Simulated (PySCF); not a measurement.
**H3N3: ammonia and dinitrogen**

A complex built from ammonia and dinitrogen; neutral, singlet.

```json
{"part": "1", "name": "ammonia", "SMILES": "N", "atoms": "1–4", "charge": "0", "multiplicity": "1"}
{"part": "2", "name": "dinitrogen", "SMILES": "N#N", "atoms": "5–6", "charge": "0", "multiplicity": "1"}
```

Z-matrix (Å and degrees, atoms numbered from 1):
```
N 
H   1 1.0133
H   1 1.0132  2 106.89
H   1 1.0133  3 106.83  2 114.07
N   3 3.6657  1 95.75  2 141.07
N   5 1.0892  3 41.49  1 167.18
```

In these coordinates N1···N6 is 3.416 Å. Part 2 is then moved rigidly along that line, all else held; at short range other atoms may come into contact.

The starting structure comes from a short search with a few starts; no frequency run checks that it is a minimum, and another way of binding may lie lower.

Level of theory: CCSD(T)/aug-cc-pVDZ and MP2/aug-cc-pVTZ, aug-cc-pVQZ counterpoise interaction energy, frozen core, gas phase, in PySCF. Geometry: PBE0-D3(BJ)/def2-TZVPD.

Counterpoise energies in kJ/mol, cluster less the parts frozen as they stand in it; small is aug-cc-pVDZ, large aug-cc-pVQZ. Estimated limit: HF in aug-cc-pVQZ, MP2 correlation extrapolated as X⁻³ from aug-cc-pVTZ and aug-cc-pVQZ, and CCSD(T) less MP2 in aug-cc-pVDZ; it isn't the exact limit.

Problem. How do the values run over the points 3.074, 3.245, 3.416, 3.587, 3.758, 4.270, 5.124, 6.832?

Solution. 
```csv
N1···N6 (Å),HF large,MP2 large,SCS-MP2 large,CCSD(T) small,CCSD(T) limit est.
3.074,3.8,-2.4,-1.2,-0.9,-2.0
3.245,1.5,-3.1,-2.2,-2.1,-2.9
3.416,0.3,-3.1,-2.5,-2.4,-3.0
3.587,-0.3,-2.9,-2.4,-2.3,-2.7
3.758,-0.5,-2.5,-2.1,-2.1,-2.4
4.270,-0.5,-1.5,-1.3,-1.3,-1.4
5.124,-0.3,-0.6,-0.6,-0.6,-0.6
6.832,-0.1,-0.2,-0.1,-0.1,-0.1
```

The 8 runs took 14 min in all, one thread each of Arm Neoverse N1 on a shared host, launched as `OMP_NUM_THREADS=1 python cluster_run.py task.json out`.
